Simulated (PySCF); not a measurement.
Atom-mapped SMILES (the numbers label the heavy atoms): `[CH3:1][P:2]([CH3:3])[P:4]([F:5])[F:6]` (H(Xn): hydrogen on atom n).

Geometry: PBE0-D3(BJ)/def2-SVP; GIAO shifts from PySCF, gas phase, non-relativistic, averaged over equivalent atoms.

At PBE0/6-31G* (104 basis functions, 7.1 s wall time on 1 thread of an Arm Neoverse V2, shared host):
| atoms | δ (ppm) |
| --- | --- |
| C1/C3 | 6.9 |
| P4 | 310.7 |
| P2 | -54.2 |
| F5/F6 | -100.1 |
| H(C1)/H(C3) | 1.03 |

References, each an isolated molecule treated in the same way: $^{13}$C (194.14 ppm), $^{1}$H (31.96 ppm) against TMS; H3PO4 for $^{31}$P (376.23 ppm); $^{19}$F (198.90 ppm) vs CFCl3.

Q: What do these become at PBE0/6-311+G(2d,p)?

A: 
```tsv
atoms	δ at PBE0/6-311+G(2d,p)	change
C1/C3	7.8	+0.9
P4	317.2	+6.5
P2	-73.7	-19.5
F5/F6	-108.6	-8.5
H(C1)/H(C3)	1.04	+0.01
```

References, each an isolated molecule treated in the same way: $^{13}$C (σref 186.44), $^{1}$H (σref 31.51) vs TMS; $^{31}$P (σref 297.00) vs H3PO4; $^{19}$F (σref 174.75) vs CFCl3.

The largest change is at P2 (phosphorus bonded to 2 C, P). Cost: 214 basis functions, 18 s wall time on 1 thread of an Arm Neoverse V2, shared host.

Unscaled 19F shifts against computed CFCl3 carry errors that often reach 10 to 50 ppm. Experimental scales use liquid or dissolved standards, which lie at an offset from isolated H3PO4.
